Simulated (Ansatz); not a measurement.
Ideal-gas functions of COS (`O=C=S`) at 500 K and 1 bar, from an Ansatz frequency run at PBE0-D4/def2-TZVP.

Molar mass 60.08 g/mol, point group C∞v (symmetry number 1), electronic degeneracy 1, moments of inertia 82.51 u Å². Harmonic wavenumbers (cm⁻¹, unscaled): 539, 539, 900, 2156.

Use S(trans) = R[1.5 ln M + 2.5 ln T − 1.1517]; rotational temperatures θ = 24.2544 K / I; S(rot) = R[ln(T/σθ) + 1]; for each mode x = 1.438777 ν̃/T, S = R[x/(eˣ − 1) − ln(1 − e⁻ˣ)] and H = RT x/(eˣ − 1); 1 cm⁻¹ = 0.0119627 kJ/mol; R = 8.31446 J/(mol·K).

Question: By hand: the entropy, in J/(mol·K).

Answer: Translation 170.7. Rotation: θ = 0.294 K, giving 70.2. Vibration, mode by mode: 5.45, 5.45, 2.40, 0.12, in all 13.4. Electronic 0.0. Sum 254.3 J/(mol·K).

Question: By hand: H − E and G − E in kJ/mol, counted from the electronic energy.

Answer: Zero-point energy ½ × 4134 × 0.0119627 = 24.7; thermal vibration 4.4; translation, rotation and pV give 3.5 RT = 14.6. H − E = 43.7 kJ/mol, and G − E = 43.7 − 500 × 254.3/1000 = -83.4 kJ/mol.

Vibration gives 5 % of the entropy.
